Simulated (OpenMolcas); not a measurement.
How methods differ on SiH (SMILES [SiH])

SiH has 2 atoms, charge 0, and is taken as a doublet. As SMILES, `[SiH]`. The shape is that of a GFN2-xTB optimisation.

```xyz
2

Si    0.0000    0.0000    0.0000
H     0.0000    0.0000    1.5166
```

Each level gives the energy change with the Si1–H2 bond stretched from 1.517 to 2.681 Å (eV). The values are calculated.

```tsv
level	kind	program	value (eV)	less FCI/cc-pVDZ	CPU time (all runs)
CASPT2(5,5)/cc-pVDZ	multireference	OpenMolcas	2.22	0.00	4.6 s
CASSCF(3,3)/cc-pVDZ	multireference	OpenMolcas	2.05	-0.17	3.6 s
CASSCF(5,5)/cc-pVDZ	multireference	OpenMolcas	2.06	-0.16	4.9 s
MC-PDFT[tPBE](5,5)/cc-pVDZ	multireference	OpenMolcas	2.22	0.00	4.8 s
MRCI(3,3)/cc-pVDZ	multireference	OpenMolcas	2.21	-0.01	3.7 s
MRCI(5,5)/cc-pVDZ	multireference	OpenMolcas	2.21	-0.01	4.7 s
SC-NEVPT2(3,3)/cc-pVDZ	multireference	OpenMolcas	2.19	-0.03	3.4 s
FCI/cc-pVDZ	exact in the basis	OpenMolcas	2.22	0.00	10 s
```

FCI/cc-pVDZ is exact within its basis and frozen core, so for wave-function methods in that basis the difference is their error. The first shape isn't each level's own minimum. The values span 2.05 to 2.22 eV. CPU times are rough (shared hosts, several kinds of processor): they show what a rung costs within a factor of a few.
